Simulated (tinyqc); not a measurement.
A ladder of methods, and size consistency: correlation methods against full CI in the sto-3g basis, for BH3, spin multiplicity 1. Computed by the program tinyqc with PySCF. All electrons correlated; +Q is the Davidson correction (1 - c0^2) E_corr. The last columns treat two copies 100 angstrom apart as one system. FCI is the lowest singlet.

Geometry (angstrom):
```
atom        x        y       z
B      0.0000   0.0000  0.0350
H      1.1100   0.0000  0.0000
H     -0.5550   0.9620  0.0000
H     -0.5550  -0.9620  0.0000
```

RHF energy of one = -26.065251 hartree

Correlation energies (hartree):
```
method   E_corr of one  share of FCI (%)  E_corr of two at 100 angstrom  two minus twice one (mhartree)
MP2           -0.03270            69.790                       -0.06540                           0.000
CISD          -0.04585            97.853                       -0.08955                           2.142
CISD+Q        -0.04697           100.250                       -0.09364                           0.302
CCSD          -0.04656            99.369                       -0.09311                           0.000
CCSD(T)       -0.04675            99.773                       -0.09349                           0.000
FCI           -0.04685           100.000                              -                               -
```

What does the comparison show, and why?

MP2 recovers 70 %, CISD 97.9 % and CCSD 99.4 % of the FCI value (c0^2 = 0.975 in CISD). MP2 and coupled cluster are size consistent, so their last column vanishes; CISD loses 2.14 mhartree, since a double excitation on each copy is a quadruple of the pair, and the Davidson correction leaves +0.30.
